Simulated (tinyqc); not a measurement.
Worked calculation (part 1 of 2): RKS/PBE in the sto-6g basis, for H2F+, spin multiplicity 1. Computed by tinyqc, a small Python program that keeps every step (integrals from PySCF). Settings: charge = 1, multiplicity = 1, basis = sto-6g, energy threshold = 1e-09, iteration cap = 50, orthogonalisation = canonical, start = core, DIIS depth = 4, method = RKS, functional = pbe,pbe, grid = [40, 14]. Command: `OMP_NUM_THREADS=1 python tinyqc.py 22317 22318 out.jsonl` (the two numbers bound the seeds that draw the settings). One thread of a shared host (Intel(R) Xeon(R) Processor @ 2.60GHz), about 1 s of CPU time with the checks. Later iterations appear only in the table of the cycle.

## One-electron integrals

Geometry (angstrom):
```
atom         x          y         z
F     0.000000   0.000000  0.000000
H     0.000000   0.933000  0.524000
H     0.000000  -0.972000  0.546000
```

Basis sto-6g: exponents (1/bohr^2) and contraction coefficients of normalised primitives:
```
element  l (shell)     exponent  coefficient
F            s (1)  1728.626574     0.009164
F            s (1)   316.941790     0.049361
F            s (1)    88.668891     0.168538
F            s (1)    30.460157     0.370563
F            s (1)    11.828570     0.416492
F            s (1)     4.871659     0.130334
F            s (2)    67.032281    -0.013253
F            s (2)    13.267438    -0.046992
F            s (2)     4.123510    -0.033785
F            s (2)     1.586463     0.250242
F            s (2)     0.689002     0.595117
F            s (2)     0.315820     0.240706
F            p (3)    67.032281     0.003760
F            p (3)    13.267438     0.037679
F            p (3)     4.123510     0.173897
F            p (3)     1.586463     0.418036
F            p (3)     0.689002     0.425860
F            p (3)     0.315820     0.101708
H            s (1)    35.523221     0.009164
H            s (1)     6.513144     0.049361
H            s (1)     1.822143     0.168538
H            s (1)     0.625955     0.370563
H            s (1)     0.243077     0.416492
H            s (1)     0.100112     0.130334
```

Overlap, kinetic and nuclear-attraction integrals over the contracted functions; the nuclear repulsion is the sum of Za Zb / Rab.

nuclear repulsion = 9.00041133 hartree

overlap S:
```
           1F 1s     1F 2s    1F 2px     1F 2py    1F 2pz     2H 1s      3H 1s
1F 1s   1.000000  0.232479  0.000000   0.000000  0.000000  0.035572   0.032065
1F 2s   0.232479  1.000000  0.000000   0.000000  0.000000  0.356263   0.331128
1F 2px  0.000000  0.000000  1.000000   0.000000  0.000000  0.000000   0.000000
1F 2py  0.000000  0.000000  0.000000   1.000000  0.000000  0.255283  -0.240947
1F 2pz  0.000000  0.000000  0.000000   0.000000  1.000000  0.143374   0.135347
2H 1s   0.035572  0.356263  0.000000   0.255283  0.143374  1.000000   0.139395
3H 1s   0.032065  0.331128  0.000000  -0.240947  0.135347  0.139395   1.000000
```

kinetic energy T (hartree):
```
            1F 1s      1F 2s    1F 2px     1F 2py    1F 2pz      2H 1s      3H 1s
1F 1s   37.397730  -1.143349  0.000000   0.000000  0.000000  -0.004698  -0.005180
1F 2s   -1.143349   1.082297  0.000000   0.000000  0.000000   0.060523   0.046162
1F 2px   0.000000   0.000000  3.251325   0.000000  0.000000   0.000000   0.000000
1F 2py   0.000000   0.000000  0.000000   3.251325  0.000000   0.143217  -0.121798
1F 2pz   0.000000   0.000000  0.000000   0.000000  3.251325   0.080435   0.068417
2H 1s   -0.004698   0.060523  0.000000   0.143217  0.080435   0.768522  -0.010431
3H 1s   -0.005180   0.046162  0.000000  -0.121798  0.068417  -0.010431   0.768522
```

nuclear attraction V (hartree):
```
             1F 1s       1F 2s      1F 2px      1F 2py      1F 2pz      2H 1s      3H 1s
1F 1s   -78.791635   -8.091025    0.000000   -0.000803   -0.011004  -1.416965  -1.276259
1F 2s    -8.091025  -12.442372    0.000000   -0.008866   -0.128298  -3.298123  -3.027785
1F 2px    0.000000    0.000000  -12.391682    0.000000    0.000000   0.000000   0.000000
1F 2py   -0.000803   -0.008866    0.000000  -12.506126   -0.003562  -2.056396   1.907523
1F 2pz   -0.011004   -0.128298    0.000000   -0.003562  -12.427787  -1.185038  -1.100853
2H 1s    -1.416965   -3.298123    0.000000   -2.056396   -1.185038  -5.864223  -0.933462
3H 1s    -1.276259   -3.027785    0.000000    1.907523   -1.100853  -0.933462  -5.706030
```

core Hamiltonian H = T + V (hartree):
```
             1F 1s       1F 2s     1F 2px     1F 2py     1F 2pz      2H 1s      3H 1s
1F 1s   -41.393905   -9.234374   0.000000  -0.000803  -0.011004  -1.421663  -1.281439
1F 2s    -9.234374  -11.360075   0.000000  -0.008866  -0.128298  -3.237600  -2.981622
1F 2px    0.000000    0.000000  -9.140357   0.000000   0.000000   0.000000   0.000000
1F 2py   -0.000803   -0.008866   0.000000  -9.254800  -0.003562  -1.913178   1.785725
1F 2pz   -0.011004   -0.128298   0.000000  -0.003562  -9.176461  -1.104603  -1.032435
2H 1s    -1.421663   -3.237600   0.000000  -1.913178  -1.104603  -5.095701  -0.943893
3H 1s    -1.281439   -2.981622   0.000000   1.785725  -1.032435  -0.943893  -4.937508
```

## Two-electron integrals

Functions are numbered as in S; the eight-fold symmetry (ij|kl) = (ji|kl) = (kl|ij) leaves the list below.

Two-electron integrals (ij|kl) in chemists' order, unique and non-zero (hartree):
```
(11|11) 5.406240    (21|11) 0.768129    (21|21) 0.138909    (22|11) 1.266271
(22|21) 0.283987    (22|22) 0.926367    (31|31) 0.029452    (32|31) 0.044681
(32|32) 0.204753    (33|11) 1.266273    (33|21) 0.283987    (33|22) 0.926366
(33|33) 0.998085    (41|41) 0.029452    (42|41) 0.044681    (42|42) 0.204753
(43|43) 0.053789    (44|11) 1.266273    (44|21) 0.283987    (44|22) 0.926366
(44|33) 0.890506    (44|44) 0.998085    (51|51) 0.029452    (52|51) 0.044681
(52|52) 0.204753    (53|53) 0.053789    (54|54) 0.053789    (55|11) 1.266273
(55|21) 0.283987    (55|22) 0.926366    (55|33) 0.890506    (55|44) 0.890506
(55|55) 0.998085    (61|11) 0.125219    (61|21) 0.021711    (61|22) 0.043431
(61|33) 0.043357    (61|41) 0.000823    (61|42) 0.001611    (61|44) 0.043526
(61|51) 0.000462    (61|52) 0.000905    (61|54) 0.000094    (61|55) 0.043410
(61|61) 0.003450    (62|11) 0.319497    (62|21) 0.072742    (62|22) 0.265043
(62|33) 0.261278    (62|41) 0.004603    (62|42) 0.034827    (62|44) 0.269864
(62|51) 0.002585    (62|52) 0.019560    (62|54) 0.004822    (62|55) 0.263986
(62|61) 0.011375    (62|62) 0.094215    (63|31) 0.008043    (63|32) 0.046181
(63|43) 0.007258    (63|53) 0.004076    (63|63) 0.013753    (64|11) 0.190635
(64|21) 0.044013    (64|22) 0.171431    (64|33) 0.164200    (64|41) 0.010463
(64|42) 0.067382    (64|44) 0.184172    (64|51) 0.001359    (64|52) 0.011907
(64|54) 0.007141    (64|55) 0.165921    (64|61) 0.007178    (64|62) 0.074799
(64|64) 0.072673    (65|11) 0.107066    (65|21) 0.024719    (65|22) 0.096281
(65|33) 0.092219    (65|41) 0.001359    (65|42) 0.011907    (65|44) 0.095284
(65|51) 0.008807    (65|52) 0.052869    (65|54) 0.008979    (65|55) 0.101338
(65|61) 0.004032    (65|62) 0.042010    (65|64) 0.033091    (65|65) 0.032338
(66|11) 0.482666    (66|21) 0.111960    (66|22) 0.469320    (66|33) 0.453740
(66|41) 0.008810    (66|42) 0.093243    (66|44) 0.489272    (66|51) 0.004948
(66|52) 0.052368    (66|54) 0.019956    (66|55) 0.464947    (66|61) 0.017633
(66|62) 0.216905    (66|64) 0.199656    (66|65) 0.112133    (66|66) 0.774999
(71|11) 0.112805    (71|21) 0.019562    (71|22) 0.039145    (71|33) 0.039079
(71|41) -0.000743   (71|42) -0.001454   (71|44) 0.039230    (71|51) 0.000417
(71|52) 0.000817    (71|54) -0.000085   (71|55) 0.039127    (71|61) 0.003064
(71|62) 0.009918    (71|64) 0.005739    (71|65) 0.003517    (71|66) 0.015216
(71|71) 0.002801    (72|11) 0.293351    (72|21) 0.066816    (72|22) 0.244127
(72|33) 0.240640    (72|41) -0.004233   (72|42) -0.032287   (72|44) 0.248592
(72|51) 0.002378    (72|52) 0.018136    (72|54) -0.004467   (72|55) 0.243149
(72|61) 0.010106    (72|62) 0.069321    (72|64) 0.038081    (72|65) 0.029988
(72|66) 0.128122    (72|71) 0.009419    (72|72) 0.080642    (73|31) 0.007316
(73|32) 0.042251    (73|43) -0.006701   (73|53) 0.003764    (73|63) 0.009687
(73|73) 0.011649    (74|11) -0.177313   (74|21) -0.040945   (74|22) -0.159903
(74|33) -0.153223   (74|41) 0.009552    (74|42) 0.062009    (74|44) -0.171671
(74|51) -0.001256   (74|52) -0.011098   (74|54) 0.006599    (74|55) -0.154815
(74|61) -0.005930   (74|62) -0.038778   (74|64) -0.012127   (74|65) -0.016437
(74|66) -0.065959   (74|71) -0.006014   (74|72) -0.064833   (74|74) 0.063319
(75|11) 0.099602    (75|21) 0.023000    (75|22) 0.089822    (75|33) 0.086070
(75|41) -0.001256   (75|42) -0.011098   (75|44) 0.088904    (75|51) 0.008021
(75|52) 0.048485    (75|54) -0.008293   (75|55) 0.094493    (75|61) 0.003628
(75|62) 0.030262    (75|64) 0.016328    (75|65) 0.022586    (75|66) 0.061435
(75|71) 0.003378    (75|72) 0.036419    (75|74) -0.029025   (75|75) 0.027953
(76|11) 0.086079    (76|21) 0.019807    (76|22) 0.078548    (76|33) 0.077257
(76|41) -0.000017   (76|42) -0.000193   (76|44) 0.078872    (76|51) 0.001144
(76|52) 0.010428    (76|54) -0.000036   (76|55) 0.079514    (76|61) 0.003056
(76|62) 0.027440    (76|64) 0.019027    (76|65) 0.014013    (76|66) 0.066518
(76|71) 0.002756    (76|72) 0.025591    (76|74) -0.018138   (76|75) 0.013213
(76|76) 0.010069    (77|11) 0.465154    (77|21) 0.107936    (77|22) 0.454118
(77|33) 0.439381    (77|41) -0.008285   (77|42) -0.088866   (77|44) 0.472986
(77|51) 0.004654    (77|52) 0.049919    (77|54) -0.018877   (77|55) 0.449985
(77|61) 0.016280    (77|62) 0.134836    (77|64) 0.068392    (77|65) 0.063932
(77|66) 0.276406    (77|71) 0.015313    (77|72) 0.197310    (77|74) -0.183807
(77|75) 0.103250    (77|76) 0.066518    (77|77) 0.774999
```

## Orthogonalisation

S = U s U^T; canonical form X = U s^(-1/2), so that X^T S X = 1. Each column of U has its largest component positive (the first on a tie).

eigenvalues of S: 0.500158  0.575252  0.912522  1.000000  1.074313  1.287549  1.650206

X:
```
                1          2          3         4          5          6         7
1F 1s   -0.380746   0.085861   0.707568  0.000000  -0.603262  -0.013782  0.213445
1F 2s    0.991617  -0.177124  -0.204215  0.000000  -0.244483  -0.017971  0.484557
1F 2px   0.000000   0.000000   0.000000  1.000000   0.000000   0.000000  0.000000
1F 2py   0.167261   0.821864  -0.004208  0.000000   0.001660   0.680793  0.020247
1F 2pz   0.329616  -0.056365   0.679833  0.000000   0.666237  -0.005742  0.165480
2H 1s   -0.738278  -0.600300  -0.206656  0.000000   0.172887   0.377697  0.400983
3H 1s   -0.435223   0.812789  -0.220479  0.000000   0.182661  -0.412298  0.370203
```

## Starting guess

The start is the orbitals of the core Hamiltonian; D = 2 C_occ C_occ^T.

D at the start:
```
            1F 1s      1F 2s    1F 2px     1F 2py     1F 2pz      2H 1s      3H 1s
1F 1s    2.122718  -0.544459  0.000000  -0.002959  -0.022155   0.061917   0.056188
1F 2s   -0.544459   2.408298  0.000000   0.019159   0.130038  -0.263174  -0.237486
1F 2px   0.000000   0.000000  2.000000   0.000000   0.000000   0.000000   0.000000
1F 2py  -0.002959   0.019159  0.000000   2.207367   0.007429  -0.272699   0.253405
1F 2pz  -0.022155   0.130038  0.000000   0.007429   2.056052  -0.132475  -0.121535
2H 1s    0.061917  -0.263174  0.000000  -0.272699  -0.132475   0.068676   0.000932
3H 1s    0.056188  -0.237486  0.000000   0.253405  -0.121535   0.000932   0.058797
```

## Iteration 1: exchange-correlation on the grid

Becke grid with 40 radial and 14 angular points per atom, points of zero weight dropped. rho = sum D_ij phi_i phi_j; V_xc,ij = sum w v_xc phi_i phi_j plus the gradient terms; v_xc is d(rho eps)/d rho at fixed gradient.

The 12 grid points with the largest w rho, of 1666 (bohr, atomic units):
```
x                  y          z         w       rho  |grad rho|^2     eps_xc       v_xc
-0.561413   0.561413  -0.561413  0.132227  0.626866      3.661687  -0.714029  -0.883689
0.561413    0.561413  -0.561413  0.132227  0.626866      3.661687  -0.714029  -0.883689
-0.561413  -0.561413  -0.561413  0.132313  0.625760      3.639770  -0.713601  -0.883260
0.561413   -0.561413  -0.561413  0.132313  0.625760      3.639770  -0.713601  -0.883260
-0.480056   0.480056  -0.480056  0.086739  0.941777      6.485043  -0.802996  -1.022152
0.480056    0.480056  -0.480056  0.086739  0.941777      6.485043  -0.802996  -1.022152
-0.480056  -0.480056  -0.480056  0.086762  0.939687      6.442772  -0.802423  -1.021461
0.480056   -0.480056  -0.480056  0.086762  0.939687      6.442772  -0.802423  -1.021461
-0.480056  -0.480056   0.480056  0.084401  0.956878      7.082765  -0.807682  -1.025836
0.480056   -0.480056   0.480056  0.084401  0.956878      7.082765  -0.807682  -1.025836
-0.480056   0.480056   0.480056  0.083563  0.960324      7.220594  -0.808741  -1.026681
0.480056    0.480056   0.480056  0.083563  0.960324      7.220594  -0.808741  -1.026681
```

electrons on the grid, sum of w rho = 10.030309

E_xc = sum of w rho eps_xc = -11.53837102 hartree

V_xc (hartree):
```
            1F 1s      1F 2s     1F 2px     1F 2py     1F 2pz      2H 1s      3H 1s
1F 1s   -3.509116  -0.436758   0.000000  -0.000051  -0.000651  -0.073792  -0.066477
1F 2s   -0.436758  -0.951258   0.000000  -0.000485  -0.004689  -0.232216  -0.212911
1F 2px   0.000000   0.000000  -0.954457   0.000000   0.000000   0.000000   0.000000
1F 2py  -0.000051  -0.000485   0.000000  -0.941342  -0.000107  -0.134767   0.125157
1F 2pz  -0.000651  -0.004689   0.000000  -0.000107  -0.958091  -0.076461  -0.070755
2H 1s   -0.073792  -0.232216   0.000000  -0.134767  -0.076461  -0.247152  -0.053449
3H 1s   -0.066477  -0.212911   0.000000   0.125157  -0.070755  -0.053449  -0.233331
```

## Iteration 1: building the Kohn-Sham matrix

J_ij = sum D_kl (ij|kl); F = H + J + V_xc; E = tr D H + tr D J / 2 + E_xc + E_nn.

Coulomb J (hartree):
```
            1F 1s      1F 2s     1F 2px     1F 2py     1F 2pz     2H 1s      3H 1s
1F 1s   21.155175   3.833956   0.000000   0.000342   0.002884  0.602364   0.542787
1F 2s    3.833956  10.003401   0.000000   0.000019   0.001205  2.768604   2.548692
1F 2px   0.000000   0.000000  10.004953   0.000000   0.000000  0.000000   0.000000
1F 2py   0.000342   0.000019   0.000000  10.001679  -0.000268  1.754659  -1.636465
1F 2pz   0.002884   0.001205   0.000000  -0.000268  10.003566  0.984879   0.918602
2H 1s    0.602364   2.768604   0.000000   1.754659   0.984879  4.705074   0.801165
3H 1s    0.542787   2.548692   0.000000  -1.636465   0.918602  0.801165   4.551890
```

Kohn-Sham matrix F (hartree):
```
             1F 1s      1F 2s     1F 2px     1F 2py     1F 2pz      2H 1s      3H 1s
1F 1s   -23.747846  -5.837176   0.000000  -0.000512  -0.008771  -0.893091  -0.805130
1F 2s    -5.837176  -2.307932   0.000000  -0.009331  -0.131782  -0.701212  -0.645841
1F 2px    0.000000   0.000000  -0.089860   0.000000   0.000000   0.000000   0.000000
1F 2py   -0.000512  -0.009331   0.000000  -0.194463  -0.003936  -0.293286   0.274417
1F 2pz   -0.008771  -0.131782   0.000000  -0.003936  -0.130986  -0.196184  -0.184588
2H 1s    -0.893091  -0.701212   0.000000  -0.293286  -0.196184  -0.637779  -0.196177
3H 1s    -0.805130  -0.645841   0.000000   0.274417  -0.184588  -0.196177  -0.618949
```

total energy of this density = -99.03444740 hartree

## Iteration 1: diagonalisation and new density

Diagonalise F' = X^T F X, C = X C', fill 5 alpha and 5 beta electrons from the bottom; D = 2 C_occ C_occ^T. Each column has its largest component positive (the first on a tie).

F' = X^T F X (hartree):
```
           1          2          3          4           5          6          7
1  -1.006229   0.286304   2.878167   0.000000   -2.675200  -0.028494   1.311810
2   0.286304   0.027654  -0.744947   0.000000    0.710510   0.241582  -0.353202
3   2.878167  -0.744947  -9.900844   0.000000    9.909749   0.263581  -5.253292
4   0.000000   0.000000   0.000000  -0.089860    0.000000   0.000000   0.000000
5  -2.675200   0.710510   9.909749   0.000000  -10.171911  -0.271111   5.410752
6  -0.028494   0.241582   0.263581   0.000000   -0.271111  -0.537946   0.152534
7   1.311810  -0.353202  -5.253292   0.000000    5.410752   0.152534  -3.936115
```

orbital energies (hartree): MO1 -23.752911, MO2 -1.027619, MO3 -0.603460, MO4 -0.313242, MO5 -0.089860, MO6 -0.002953, MO7 0.174795

coefficients C:
```
              MO1        MO2        MO3        MO4       MO5        MO6        MO7
1F 1s    0.996177  -0.208688  -0.003060  -0.156439  0.000000  -0.046913  -0.008020
1F 2s    0.016920   0.775141   0.015897   0.805487  0.000000   0.312990   0.055815
1F 2px   0.000000   0.000000   0.000000   0.000000  1.000000   0.000000   0.000000
1F 2py   0.000150   0.011269  -0.391017  -0.024314  0.000000  -0.066125   1.004670
1F 2pz   0.001324   0.137807   0.001194  -0.360617  0.000000   0.944873   0.058845
2H 1s   -0.003411   0.257630  -0.578334  -0.581972  0.000000  -0.401099  -0.617273
3H 1s   -0.003086   0.233240   0.616620  -0.579276  0.000000  -0.450785   0.515425
```

D after iteration 1:
```
            1F 1s      1F 2s    1F 2px     1F 2py     1F 2pz      2H 1s      3H 1s
1F 1s    2.120803  -0.541933  0.000000   0.005596   0.057942   0.071301   0.073973
1F 2s   -0.541933   2.500384  0.000000  -0.034126  -0.367222  -0.556646  -0.552110
1F 2px   0.000000   0.000000  2.000000   0.000000   0.000000   0.000000   0.000000
1F 2py   0.005596  -0.034126  0.000000   0.307225   0.019708   0.486382  -0.448793
1F 2pz   0.057942  -0.367222  0.000000   0.019708   0.298077   0.489354   0.483542
2H 1s    0.071301  -0.556646  0.000000   0.486382   0.489354   1.479094   0.081222
3H 1s    0.073973  -0.552110  0.000000  -0.448793   0.483542   0.081222   1.540382
```

## Iteration 2: exchange-correlation on the grid

As before.

The 12 grid points with the largest w rho, of 1666 (bohr, atomic units):
```
x                  y          z         w       rho  |grad rho|^2     eps_xc       v_xc
-0.972395   0.000000   0.000000  0.117786  0.622391      3.609863  -0.712510  -0.881538
0.972395    0.000000   0.000000  0.117786  0.622391      3.609863  -0.712510  -0.881538
-0.831481   0.000000   0.000000  0.077165  0.934964      6.399587  -0.801232  -1.019657
0.831481    0.000000   0.000000  0.077165  0.934964      6.399587  -0.801232  -1.019657
-1.129387   0.000000   0.000000  0.176587  0.376606      1.581453  -0.619721  -0.734323
1.129387    0.000000   0.000000  0.176587  0.376606      1.581453  -0.619721  -0.734323
-0.705534   0.000000   0.000000  0.049544  1.278448      8.198823  -0.878681  -1.139098
0.705534    0.000000   0.000000  0.049544  1.278448      8.198823  -0.878681  -1.139098
-0.561413  -0.561413  -0.561413  0.132313  0.418763      1.753087  -0.635744  -0.766911
0.561413   -0.561413  -0.561413  0.132313  0.418763      1.753087  -0.635744  -0.766911
-0.480056  -0.480056  -0.480056  0.086762  0.628996      3.198936  -0.711977  -0.890163
0.480056   -0.480056  -0.480056  0.086762  0.628996      3.198936  -0.711977  -0.890163
```

electrons on the grid, sum of w rho = 10.029623

E_xc = sum of w rho eps_xc = -9.99388193 hartree

V_xc (hartree):
```
            1F 1s      1F 2s     1F 2px     1F 2py     1F 2pz      2H 1s      3H 1s
1F 1s   -3.478329  -0.410349   0.000000   0.000314   0.003270  -0.069842  -0.062940
1F 2s   -0.410349  -0.829692   0.000000   0.000425   0.008851  -0.233721  -0.214861
1F 2px   0.000000   0.000000  -0.890339   0.000000   0.000000   0.000000   0.000000
1F 2py   0.000314   0.000425   0.000000  -0.805951  -0.002693  -0.157575   0.146538
1F 2pz   0.003270   0.008851   0.000000  -0.002693  -0.793028  -0.088319  -0.081714
2H 1s   -0.069842  -0.233721   0.000000  -0.157575  -0.088319  -0.520099  -0.066796
3H 1s   -0.062940  -0.214861   0.000000   0.146538  -0.081714  -0.066796  -0.519068
```
